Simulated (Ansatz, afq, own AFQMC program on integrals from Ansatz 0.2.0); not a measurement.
CH₂Ge, singlet: AFQMC among the cluster methods

```xyz
4

Ge    0.0000    0.0000    0.2432
C     0.0000    0.0000   -1.1738
H     0.0000   -0.9122   -1.7694
H     0.0000    0.9122   -1.7694
```

Connectivity, by distances: Ge–CH2.

Basis cc-pVDZ. Noble-gas cores (and the filled d shells of Ga–Kr and In–Xe) are frozen. AFQMC by an in-house program on the Cholesky factors that Ansatz 0.2.0 writes for its CCSD(T) run. ph-AFQMC/CISD is guided by a CISD state made of CCSD amplitudes; releasing the constraint for a short imaginary time cuts its bias at the price of noise, slowly where states lie close. ± is one standard error of the sampling. No spin–orbit coupling.

Determinant: RHF, the one that the program's search chose, which needn't be the lowest solution. The geometry is a point of a scan.

No full CI on the walks' own integrals is used here. The released AFQMC energy serves as the reference, which it does only where one determinant dominates, the energy is flat over the last release times and near the phaseless one (40 meV or 2 meV an electron, half that with transition metals). On small molecules, where full CI could be run and the noise was under 10 meV, such values lay within 10 meV of it in 19 cases of 20, a flattering rate, since the rule was set on those same cases; what remains of the bias isn't in the error bar.

Cautions: no relativity below Rb; no spin-orbit coupling; inner d shell frozen; the released value is read at 2.40 1/Eh with a noise of 14 meV, more than in the cases checked (meV from the phaseless value at times in 1/Eh: -1 ± 10 at 0.24, -13 ± 10 at 0.51, -13 ± 9 at 0.99, -12 ± 9 at 1.62, -11 ± 14 at 2.40).

The T1 diagnostic is 0.0115. The weight of the determinant in the CISD state is 0.885 and the size of the correlated space is 10 electrons in 36 orbitals.

Reference: AFQMC with the constraint released, correlation energy -6.478 ± 0.014 eV.

```json
{"level": "HF", "E − E(reference) (kJ/mol)": "625.0 ± 1.3", "share of correlation (%)": "0.00"}
{"level": "MP2", "E − E(reference) (kJ/mol)": "88.8 ± 1.3", "share of correlation (%)": "85.79"}
{"level": "CCSD", "E − E(reference) (kJ/mol)": "22.2 ± 1.3", "share of correlation (%)": "96.45"}
{"level": "CCSD(T)", "E − E(reference) (kJ/mol)": "3.0 ± 1.3", "share of correlation (%)": "99.52"}
{"level": "ph-AFQMC/HF", "E − E(reference) (kJ/mol)": "-2.7 ± 5.5", "share of correlation (%)": "100.44"}
{"level": "ph-AFQMC/CISD", "E − E(reference) (kJ/mol)": "1.1 ± 1.8", "share of correlation (%)": "99.83"}
```

A walk keeps the symmetry of its determinant, which the program's search chose and which needn't be the lowest solution, so a lower state of the same spin and another symmetry isn't excluded. Released energies are given only where the last usable release times agree within the noise; a slower fall can still hide under it.
